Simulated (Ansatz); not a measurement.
The end point of a relaxation of Nb. Space group Im-3m (No. 229), bcc (W type). These are PBE (plane waves to 420 eV, PAW, scalar-relativistic; Ansatz, a quantum-chemistry and plane-wave program) values and carry that method's errors.

```cif
data_Nb2
_chemical_formula_sum 'Nb2'
_space_group_name_H-M_alt 'Im-3m'
_space_group_IT_number 229
_space_group_name_Hall '-I 4 2 3'
_cell_length_a 3.30957
_cell_length_b 3.30957
_cell_length_c 3.30957
_cell_angle_alpha 90.000
_cell_angle_beta 90.000
_cell_angle_gamma 90.000
loop_
_atom_site_label
_atom_site_type_symbol
_atom_site_symmetry_multiplicity
_atom_site_Wyckoff_symbol
_atom_site_fract_x
_atom_site_fract_y
_atom_site_fract_z
_atom_site_occupancy
Nb1 Nb 2 a 0.00000 0.00000 0.00000 1
```
(The calculation used a cell of 1 atom; values per cell refer to that cell.)

- Volume per atom = 18.13 Å³
- Band gap = no gap (metallic)
- Shortest distances = Nb–Nb 2.87 Å
- k-mesh = 20×20×20

Band energies at high-symmetry points (eV from the Fermi level; labels of this space group; no spin-orbit coupling), from −5 eV up to 2.9 eV:

```tsv
point	energies
Γ	0.36 0.36 0.36
H	-3.70 -3.70
N	-3.70 -1.65 2.25
P	-1.10 -1.10 -1.10
```

No spin polarisation in the result.

Measured for Nb: a 3.294 Å (static lattice; corrected from measurement; as listed in Daniel Mejia-Rodriguez, S. B. Trickey, Phys. Rev. B (2018)). Computed minus measured — a: PBE +0.5 %. The computed values are for a static lattice.

The run could not lose the symmetry of its start; a randomly shaken copy of 2 atoms returns to this structure.
